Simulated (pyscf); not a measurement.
H₂N–Si(OH)(Cl)–Cl -> O=Si(Cl)–Cl + NH₃ (elimination; singlet surface; H–O, N–Si broken, H–N formed). PySCF, gas phase, ωB97X-D3(BJ)/def2-SVP geometries. Energies in kcal/mol from the reactant's lowest minimum found.

```json
[
 {"level": "ωB97X-D3(BJ)/def2-TZVP", "barrier": "42.0", "reaction energy": "+66.4"},
 {"level": "PBE/def2-TZVP", "barrier": "34.0", "reaction energy": "+56.5"},
 {"level": "r²SCAN/def2-TZVP", "barrier": "…", "reaction energy": "…"},
 {"level": "B3LYP-D3(BJ)/def2-TZVP", "barrier": "40.0", "reaction energy": "+61.7"},
 {"level": "PBE0-D3(BJ)/def2-TZVP", "barrier": "…", "reaction energy": "+65.7"},
 {"level": "M06-2X/def2-TZVP", "barrier": "42.7", "reaction energy": "+69.3"}
]
```

**Question.** Fill in the missing entries.

**Answer.** 
- r²SCAN/def2-TZVP, barrier: 38.2
- r²SCAN/def2-TZVP, reaction energy: +63.2
- PBE0-D3(BJ)/def2-TZVP, barrier: 39.1

On the reactant side the descent ends in a point that may be a rotor saddle (no frequency run), 1.2 kcal/mol over the lowest minimum found and 40.8 kcal/mol under the saddle at ωB97X-D3(BJ)/def2-TZVP. On the product side the descent ends in an adduct with a N–Si contact, 39.1 kcal/mol under the separated species and 14.6 kcal/mol under the saddle at ωB97X-D3(BJ)/def2-TZVP. At ωB97X-D3(BJ)/def2-TZVP, PBE, r²SCAN, B3LYP-D3(BJ), PBE0-D3(BJ), M06-2X the saddle lies under the separated products, which points to a path from their complex (located at ωB97X-D3(BJ) alone), and parting the products costs more than the saddle. What is counted as broken (N–Si) persists as a longer contact in the product adduct; parting that adduct is a step of its own. This is the saddle that the search found; another between the same sides may lie lower.
